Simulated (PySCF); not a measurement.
Homolysis of single bonds, series C NH2-SH. All species are isolated molecules in the gas phase. One relaxed conformer stands for each flexible species; it need not be the lowest. Strings in code marks are SMILES.

These are PBE-D3(BJ)/def2-TZVP // PBE0-D4/def2-TZVP in PySCF values and carry that method's errors. 

```
species                          highest occupied spin orbital (eV)
-------------------------------  ----------------------------------
whole molecule (`NC(S)(N)S`)                                      –
radical fragment (`[C](S)(N)S`)                               -3.32
radical fragment (`[NH2]`)                                    -7.06
radical fragment (`N[C](N)S`)                                 -2.93
radical fragment (`[SH]`)                                     -6.12
whole molecule (`NC(S)(S)S`)                                      –
```
